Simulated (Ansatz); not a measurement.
Telling isomers of H5PSSi apart by their spectra

These gas-phase data were calculated for one isomer of H5PSSi at r2SCAN-D4/def2-SVP (harmonic, unscaled wavenumbers; equilibrium rotational constants with average atomic masses):

| Item | Value |
| --- | --- |
| rotational constants | 9.834, 2.742, 2.242 GHz |
| all wavenumbers above 1500 cm⁻¹ | 2362, 2347, 2240, 2219, 2214 |

Candidates:

(1) `P[SiH2]S`, a singlet
(2) `[SiH3]PS`, a singlet
(3) `[SiH3]SP`, a singlet

Assign the data to one candidate and say why.

Candidate (3). No mode falls between 2500 and 2800 cm⁻¹, where the S–H stretch of (1), (2) would stand.

The same quantities for all candidates:

```
     rotational constants (GHz)   wavenumbers above 1500 cm⁻¹  E above the lowest, r2SCAN-D4/def2-SVP (kcal/mol)
(1)          10.98, 2.26, 1.963  2688, 2404, 2377, 2230, 2207                                                0.0
(2)         9.146, 2.662, 2.164  2687, 2363, 2244, 2225, 2212                                               13.8
(3)         9.834, 2.742, 2.242  2362, 2347, 2240, 2219, 2214                                                6.4
```

Harmonic stretches to hydrogen usually lie a few per cent above observed fundamentals. Each candidate is one conformer. Programs: Ansatz 0.2.0.
